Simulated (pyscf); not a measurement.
Thermochemistry of product channels of Cl–GeH•–Cl + ammonia (NH₃) on the doublet surface, in eV, from ωB97M-D3(BJ)/def2-TZVP energies (ideal gas, 1 atm, RRHO with modes under 100 cm⁻¹ raised to 100, one conformer, R ln 2 for chiral ones without a mode under 150 cm⁻¹). Optimised with ωB97X-D3(BJ)/def2-SVP in PySCF.

```json
[
 {"products": "H₂N–GeH(Cl)–Cl + H atom (H•)", "ΔE": "+1.02", "ΔH(298 K)": "+0.84", "ΔG(298 K)": "+0.98", "ΔG(600 K)": "+1.09"},
 {"products": "H₂N–Ge•(Cl)–Cl + hydrogen (H₂)", "ΔE": "-0.05", "ΔH(298 K)": "-0.18", "ΔG(298 K)": "-0.11", "ΔG(600 K)": "-0.06"},
 {"products": "•HN–GeH(Cl)–Cl + hydrogen (H₂)", "ΔE": "+1.38", "ΔH(298 K)": "+1.13", "ΔG(298 K)": "+1.20", "ΔG(600 K)": "+1.24"},
 {"products": "hydrogen chloride (HCl) + H₂N–GeH•–Cl", "ΔE": "+0.64", "ΔH(298 K)": "+0.55", "ΔG(298 K)": "+0.56", "ΔG(600 K)": "+0.56"},
 {"products": "Cl–GeH₂–Cl + amino radical (NH₂•)", "ΔE": "+1.27", "ΔH(298 K)": "+1.10", "ΔG(298 K)": "+1.13", "ΔG(600 K)": "+1.15"}
]
```

These are energies of the channels, which say nothing of barriers. Elements up to Kr have no core potential and no relativistic terms here.
